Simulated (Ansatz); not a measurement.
```yaml
crystal:
  periodic: [false, false, false]
  atoms:
    - {symbol: Hf, position_ang: [-0.152276, -0.000053, -0.000185]}
    - {symbol: C, position_ang: [1.863661, 0.000644, 0.002265]}
    - {symbol: H, position_ang: [2.378747, 0.957823, 0.000125]}
    - {symbol: H, position_ang: [2.379402, -0.956179, 0.005658]}
basis:
  gaussian: {orbitals: def2-TZVP}
magnetization: {spin_polarized: true, initial_magnetization: 2}
hamiltonian: {xc: pbe0}
relax: {f_tol: 0.004, max_steps: 80}
```

```sh
$ ansatz run in.yaml --threads 1 --pin off --events-out ev --progress --plain --max-ram 2176MiB
```

Steps of the relaxation (energy above the last step; positions in Å, forces in eV/Å):

```
4
step 1, 66.1 meV
Hf   -0.152    0.000    0.000    0.997    0.000    0.001
C     1.864    0.001    0.002   -1.862   -0.001   -0.002
H     2.379    0.958    0.000    0.433   -0.109    0.001
H     2.379   -0.956    0.006    0.433    0.109    0.000
```

```
4
step 2, 11.8 meV
Hf   -0.133    0.000    0.000   -0.127    0.000    0.000
C     1.830    0.001    0.002   -0.345    0.000    0.000
H     2.386    0.939    0.000    0.236   -0.067    0.000
H     2.387   -0.937    0.006    0.236    0.067    0.000
```

```
4
step 3, 0.4 meV
Hf   -0.152    0.000    0.000   -0.080    0.000    0.000
C     1.813    0.001    0.002    0.014    0.000    0.000
H     2.404    0.920    0.000    0.033   -0.019    0.000
H     2.405   -0.919    0.006    0.033    0.019    0.000
```

```
4
step 4, 0.0 meV
Hf   -0.158    0.000    0.000    0.000    0.000    0.000
C     1.810    0.001    0.002    0.000    0.000    0.000
H     2.408    0.916    0.000    0.000    0.003    0.000
H     2.409   -0.915    0.006    0.000   -0.003    0.000
```

Close pairs at the end: C2–H3 1.094 Å, C2–H4 1.094 Å, Hf1–C2 1.968 Å, Hf1–H3 2.725 Å, Hf1–H4 2.725 Å.

A stationary point of unrestricted PBE0 after 4 steps, with ⟨S²⟩ = 2.017 against 2.00 for a pure state; no frequencies were run, so it isn't proven a minimum. 1.7 min on 1 thread of Arm Neoverse N1, shared host.
